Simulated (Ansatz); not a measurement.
# Lanthanum, dhcp under r²SCAN: from relaxation to bulk modulus

What does r²SCAN give for lanthanum in the dhcp structure? We relax it, solve it on a dense k-mesh, switch on spin-orbit coupling, then scale the cell to 7 volumes from 88 to 112 % of the relaxed one and try a fit of the equation of state. The start is ferromagnetic. The k-meshes are 10×10×3 for the relaxation; 13×13×4 for the dense run; 10×10×3 for spin-orbit coupling; 13×13×4 for the volumes. The starting cell is the deposited one, from the Crystallography Open Database.

Method: DFT r2SCAN, plane waves (500 eV) with PAW, scalar-relativistic; PBE-made PAW files, in Ansatz 0.2.0.

## 1. The starting structure

Symmetry: P6_3/mmc, No. 194, hexagonal system. Conventional cell: a = 3.770 Å, b = 3.770 Å, c = 12.159 Å, α = 90.00°, β = 90.00°, γ = 120.00°. Around La (site symmetry -3m) lie 12 La at 3.74 to 3.77 Å. La (site symmetry -6m2) is surrounded by 12 La at 3.74 to 3.77 Å.

As a file:

```cif
data_structure
_symmetry_space_group_name_H-M 'P6_3/mmc'
_symmetry_Int_Tables_number 194
_cell_length_a 3.7700
_cell_length_b 3.7700
_cell_length_c 12.1590
_cell_angle_alpha 90.000
_cell_angle_beta 90.000
_cell_angle_gamma 120.000
_cell_volume 149.66
loop_
_atom_site_label
_atom_site_type_symbol
_atom_site_symmetry_multiplicity
_atom_site_Wyckoff_symbol
_atom_site_fract_x
_atom_site_fract_y
_atom_site_fract_z
_atom_site_occupancy
La1 La 2 a 0.00000 0.00000 0.00000 1
La2 La 2 d 0.33333 0.66667 0.75000 1
```

The atoms start with moments of +1 ×4 μB.

## 2. Geometry optimisation

Contents of input.yaml:

```yaml
crystal:
  lattice:
    - [3.7700018307, 0.0, 0.0]
    - [-1.8850009153, 3.2649173577, 0.0]
    - [0.0, 0.0, 12.159]
  atoms:
    - { symbol: La, position: [0.0, 0.0, 0.0], spin: 1.0 }
    - { symbol: La, position: [0.0, 0.0, 0.5], spin: 1.0 }
    - { symbol: La, position: [0.3333333333, 0.6666666667, 0.75], spin: 1.0 }
    - { symbol: La, position: [0.6666666667, 0.3333333333, 0.25], spin: 1.0 }
hamiltonian:
  xc: r2scan
  pseudopotentials:
    kind: paw
    azcp:
      La: "pseudopotentials/La.paw.azcp"
basis:
  ecutwfc: 500
  fft_grid_basis: typed
kpoints:
  mp_grid: { grid: [10, 10, 3], shift: [0, 0, 0] }
magnetization:
  spin_polarized: true
scf:
  occupations: { method: fermi_dirac, width: 0.05 }
relax:
  max_steps: 60
  f_tol: 0.01
  cell: {}
```

The runs that follow: Single point on a dense mesh; A two-component run at the same geometry; Volume × 0.88; Volume × 0.92; Volume × 0.96; Volume × 1.0; Volume × 1.04; Volume × 1.08; Volume × 1.12.

Before running it: what results should come out? Wanted: space group; conventional cell; volume; shortest distance; gap on the mesh; magnetic state; V₀, B₀, B₀′.

As calculated:

| quantity | value |
| --- | --- |
| space group (spins left aside) | P6_3/mmc (No. 194) |
| conventional cell | a = 3.790 Å, c = 12.034 Å (c/a = 3.175) |
| volume | 37.423 Å³/atom |
| shortest distance | 3.720 Å |
| against the deposited volume | 0.0 % (37.416 Å³/atom) |
| gap on the mesh | none (levels filled in part) |
| magnetic state | non-magnetic |
| V₀, B₀, B₀′ | 37.293 Å³/atom, 23 GPa, 2.0 |

In words: The deposited cell keeps its volume on relaxing; the fit below the tolerance puts V₀ -0.3 % from it. The starting moments do not survive. Levels at the Fermi energy are filled in part, as in a metal. The total energy of the spin-orbit run lies +14.0 eV/atom from the scalar one, but the two kinds of run don't share a zero of energy: only differences within one kind count. The fitted modulus is 23 GPa; letting shape and positions relax at each volume could only lower it.
